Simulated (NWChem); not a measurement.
**C2F4 (SMILES FC(F)=C(F)F): PBE0/cc-pVDZ**

Aim: the vertical ionisation energy of C2F4 at PBE0/cc-pVDZ, from 2 runs. 

The results are computed with NWChem 7.3.0.

### 1 Starting point

C2F4 has 6 atoms, charge 0, and is taken as a singlet. As SMILES, `FC(F)=C(F)F`. Geometry: relaxed at PBE0-D4/def2-TZVP.

Bond lengths: F1–C2 1.310 Å, C2–F3 1.310 Å, C2–C4 1.320 Å, C4–F5 1.310 Å, C4–F6 1.310 Å. Angles: F1–C2–F3 113.3°, F1–C2–C4 123.4°, F3–C2–C4 123.4°, C2–C4–F5 123.4°, C2–C4–F6 123.4°, F5–C4–F6 113.3°.

### 2 A single-point energy at PBE0/cc-pVDZ

work.nw reads:

```
start work
title "C2F4"
memory total 2200 mb

geometry units angstrom noautosym nocenter noautoz
F     1.169200   -1.134500   -0.708000
C     0.202500   -0.640200    0.025700
F    -0.337500   -1.520600    0.832300
C    -0.188400    0.618800   -0.041100
F     0.351500    1.499300   -0.847600
F    -1.155200    1.113100    0.692600
end

basis spherical bse
* library cc-pVDZ
end

dft
xc pbe0
grid lebedev 75 11
convergence energy 1e-08
maxiter 100
mulliken
print low
end

task dft energy
```

On the command line:

```
$ nwchem work.nw > work.out
```

Output, shortened:

```text
[...]
 d= 0,ls=0.0,diis     1   -474.9207158455 -7.20D+02  1.91D-02  1.54D+00     1.2
[...]
 d= 0,ls=0.0,diis     8   -475.0803509082 -9.53D-11  2.20D-07  1.20D-09     6.9
         Total DFT energy =     -475.080350908246
      One electron energy =    -1146.930694734112
           Coulomb energy =      478.583059941586
    Exchange-Corr. energy =      -52.287954591662
 Nuclear repulsion energy =      245.555238475942
[...]
      Total Density - Mulliken Population Analysis
     ---------------------------------------------
    Atom       Charge   Shell Charges
 -----------   ------   -------------------------------------------------------
    1 F    9     9.12   2.01  0.90  0.98  3.33  1.90  0.01
    2 C    6     5.75   2.01  0.67  0.27  2.02  0.54  0.24
    3 F    9     9.12   2.01  0.90  0.98  3.33  1.90  0.01
    4 C    6     5.75   2.01  0.67  0.28  2.02  0.54  0.24
    5 F    9     9.12   2.01  0.90  0.98  3.33  1.90  0.01
    6 F    9     9.12   2.01  0.90  0.98  3.33  1.90  0.01
[...]
```

Run time: 7.5 s. Hardware: 1 thread of Intel Xeon 6975P-C (Granite Rapids), shared host; peak memory 0.11 GiB.

### 3 The doublet cation

c2f4.nw reads:

```
echo
start c2f4
title "C2F4 energy"
memory 2200 mb
charge 1

geometry noautosym nocenter noautoz
   F     1.169200   -1.134500   -0.708000
   C     0.202500   -0.640200    0.025700
   F    -0.337500   -1.520600    0.832300
   C    -0.188400    0.618800   -0.041100
   F     0.351500    1.499300   -0.847600
   F    -1.155200    1.113100    0.692600
end

basis spherical bse
   * library cc-pVDZ
end

dft
   xc pbe0
   mult 2
   grid lebedev 75 11
   convergence energy 1e-08
   iterations 100
   mulliken
   print low
end

task dft
```

On the command line:

```
$ nwchem c2f4.nw > c2f4.out
```

Output, shortened:

```text
[...]
 d= 0,ls=0.0,diis     1   -474.4026250181 -7.20D+02  1.42D-02  7.97D-01     1.3
[...]
 d= 0,ls=0.0,diis    10   -474.7122236208 -2.37D-09  1.98D-07  6.03D-10    10.6
[...]
         Total DFT energy =     -474.712223620813
      One electron energy =    -1132.642622866015
           Coulomb energy =      464.172120270799
    Exchange-Corr. energy =      -51.796959501541
 Nuclear repulsion energy =      245.555238475942
[...]
      Total Density - Mulliken Population Analysis
     ---------------------------------------------
    Atom       Charge   Shell Charges
 -----------   ------   -------------------------------------------------------
    1 F    9     8.98   2.01  0.92  0.98  3.29  1.77  0.01
    2 C    6     5.54   2.01  0.72  0.26  1.94  0.36  0.26
    3 F    9     8.98   2.01  0.92  0.98  3.29  1.77  0.01
    4 C    6     5.54   2.01  0.72  0.26  1.94  0.36  0.26
    5 F    9     8.98   2.01  0.92  0.98  3.29  1.77  0.01
    6 F    9     8.98   2.01  0.92  0.98  3.29  1.77  0.01
[...]
      <S2> =      0.7515 (Exact =     0.7500)
[...]
```

It took 11 s on 1 thread of Intel Xeon 6975P-C (Granite Rapids), shared host; peak memory 0.1 GiB.

### 4 Results

Level: PBE0/cc-pVDZ.

| quantity | value |
| --- | --- |
| singlet C2F4: total energy | -475.08035 Eh |
| doublet cation: total energy | -474.71222 Eh |
| doublet cation: ⟨S²⟩ | 0.751 |
| vertical ionisation energy (to the doublet cation) | 10.017 eV |

In words: The vertical ionisation energy comes to 10.02 eV (231 kcal/mol). Mulliken charges (doublet cation) run from +0.02 on F1 to +0.46 on C2; they depend strongly on the basis.
